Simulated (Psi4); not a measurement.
**H3S+ (sulfonium) at FNO-MP4/6-311G (density fitting, occ tolerance 1e-06)**

Aim: the energy difference between two shapes of H3S+ (sulfonium) at FNO-MP4/6-311G (density fitting, occ tolerance 1e-06), from 2 runs. Input form: a Python script.

The results are computed with Psi4 1.11.

3 further runs of the same task are left out: 1 that didn't finish, 2 set aside as unsound or not needed.

## 1. The system as given

H3S+ has 4 atoms, charge +1, and is taken as a singlet. SMILES: `[SH3+]`. Geometry: relaxed at GFN2-xTB.

Bond lengths: S1–H2 1.356 Å, S1–H3 1.355 Å, S1–H4 1.355 Å. Angles: H2–S1–H3 93.7°, H2–S1–H4 93.7°, H3–S1–H4 93.7°.

## 2. The energy at FNO-MP4/6-311G (density fitting, occ tolerance 1e-06)

Contents of run.py:

```python
import psi4

psi4.set_memory('1600 MB')
psi4.set_num_threads(1)
psi4.set_output_file('run.log', False)

geom = psi4.geometry("""
1 1
S      0.56997919    -0.19069226    -0.84272337
H      1.60252555     0.53086186     1.38772038
H     -0.93380816    -1.96140344     0.23627246
H     -1.23871547     1.62123384    -0.78128837
units au
""")

options = {'basis': '6-311G', 'scf_type': 'df', 'freeze_core': True, 'occ_tolerance': 1e-06}
psi4.set_options(options)

e, wfn = psi4.energy('fno-mp4', molecule=geom, return_wfn=True)
print('E =', round(e, 9))
```

The run is started by

```
$ python run.py
```

run.log:

```text
[...]
  Running in c1 symmetry.
[...]
  Nuclear repulsion =   19.543150808473719
[...]
  Multiplicity = 1
[...]
  Nalpha       = 9
  Nbeta        = 9
[...]
    Number of basis functions: 30
[...]
   @DF-RHF iter   1:  -398.85921759926418    3.38859e-01   8.66506e-03 DIIS/ADIIS
[...]
   @DF-RHF iter   9:  -398.90719158471524   -4.77485e-12   8.27649e-09 DIIS
[...]
    Orbital Energies [Eh]
    ---------------------
    Doubly Occupied:
       1A    -92.340797     2A     -9.345995     3A     -7.026158
       4A     -7.026157     5A     -7.023692     6A     -1.366271
       7A     -0.902472     8A     -0.902429     9A     -0.784009
[...]
  @DF-RHF Final Energy:  -398.90719158471524
   => Energetics <=
    Nuclear Repulsion Energy =             19.5431508084737189
    One-Electron Energy =                -583.4647250622089132
    Two-Electron Energy =                 165.0143826690199944
    Total Energy =                       -398.9071915847152354
[...]
 Multipole Moments:
 ------------------------------------------------------------------------------------
     Multipole            Electronic (a.u.)      Nuclear  (a.u.)        Total (a.u.)
 ------------------------------------------------------------------------------------
 L = 1.  Multiply by 2.5417464519 to convert [e a0] to [Debye]
 Dipole X            :          0.4399238           -1.0324127           -0.5924889
 Dipole Y            :         -0.1471710            0.3454012            0.1982302
 Dipole Z            :         -0.6503384            1.5264175            0.8760791
 Magnitude           :                                                    1.0760357
[...]
      * MP2 total energy:                   -398.978498429125
[...]
      * MP2 total energy:                   -398.978498429125
[...]
      * MP3 total energy:                   -398.992104776479
[...]
```

The script printed:

```text
E = -398.997086886
```

Wall time 2.1 s (1 thread of AMD EPYC 7B13 (Zen 3), shared host); peak memory 0.19 GiB.

## 3. The distorted shape, same level

Contents of h3s.py:

```python
import psi4

psi4.set_memory(1600000000)
psi4.set_num_threads(1)
psi4.set_output_file('psi4.out', False)

m = psi4.geometry("""
1 1
S      0.53356795    -0.17116005    -0.85938130
H      1.62647027     0.58737601     1.34806448
H     -0.87706536    -1.96647924     0.25695551
H     -1.27639850     1.59202056    -0.76796580
units bohr
""")

psi4.set_options(dict(basis='6-311G', scf_type='df', freeze_core=True, occ_tolerance=1e-06))

result = psi4.energy("fno-mp4")
print(f'fno-mp4 energy: {result:.10f} Eh')
for k, v in sorted(psi4.core.scalar_variables().items()):
    print(f'{k:45s} {v:18.10f}')
```

The run is started by

```
$ python h3s.py
```

psi4.out:

```text
[...]
  Running in c1 symmetry.
[...]
  Nuclear repulsion =   19.635418276576512
[...]
  Multiplicity = 1
[...]
  Nalpha       = 9
  Nbeta        = 9
[...]
    Number of basis functions: 30
[...]
   @DF-RHF iter   1:  -398.85897028388820    3.50409e-01   8.68401e-03 DIIS/ADIIS
[...]
   @DF-RHF iter   9:  -398.90696059822920   -4.37694e-12   8.44132e-09 DIIS
[...]
    Orbital Energies [Eh]
    ---------------------
    Doubly Occupied:
       1A    -92.340021     2A     -9.345705     3A     -7.026012
       4A     -7.025823     5A     -7.023370     6A     -1.368688
       7A     -0.908781     8A     -0.902220     9A     -0.783648
[...]
  @DF-RHF Final Energy:  -398.90696059822920
   => Energetics <=
    Nuclear Repulsion Energy =             19.6354182765765124
    One-Electron Energy =                -583.6362213150061962
    Two-Electron Energy =                 165.0938424402004898
    Total Energy =                       -398.9069605982292046
[...]
 Multipole Moments:
 ------------------------------------------------------------------------------------
     Multipole            Electronic (a.u.)      Nuclear  (a.u.)        Total (a.u.)
 ------------------------------------------------------------------------------------
 L = 1.  Multiply by 2.5417464519 to convert [e a0] to [Debye]
 Dipole X            :          0.4039786           -0.9634753           -0.5594967
 Dipole Y            :         -0.1398354            0.3289312            0.1890957
 Dipole Z            :         -0.6559529            1.5464883            0.8905354
 Magnitude           :                                                    1.0685724
[...]
      * MP2 total energy:                   -398.977936624970
[...]
      * MP2 total energy:                   -398.977936624970
[...]
      * MP3 total energy:                   -398.991463713614
[...]
```

It took 2.1 s on 1 thread of AMD EPYC 7B13 (Zen 3), shared host; peak memory 0.19 GiB.

## 4. Summary of results

At FNO-MP4/6-311G (density fitting, occ tolerance 1e-06), 5 core orbitals frozen:

| quantity | value |
| --- | --- |
| first shape: total energy | -398.99709 Eh |
| first shape: HOMO energy (Hartree–Fock orbitals) | -21.33 eV |
| first shape: LUMO energy (Hartree–Fock orbitals) | -3.05 eV |
| first shape: HOMO–LUMO gap (Hartree–Fock orbitals) | 18.29 eV |
| first shape: correlation energy (5 core orbitals frozen) | -89.9 mEh |
| distorted shape: total energy | -398.99638 Eh |
| distorted shape: HOMO energy (Hartree–Fock orbitals) | -21.32 eV |
| distorted shape: LUMO energy (Hartree–Fock orbitals) | -3.07 eV |
| distorted shape: HOMO–LUMO gap (Hartree–Fock orbitals) | 18.26 eV |
| distorted shape: correlation energy (5 core orbitals frozen) | -89.4 mEh |
| energy change with the atoms displaced | 0.019 eV |

What this shows: With the atoms displaced the energy rises by 0.02 eV (1.9 kJ/mol). The first shape isn't relaxed at this level, so the change isn't measured from a minimum.
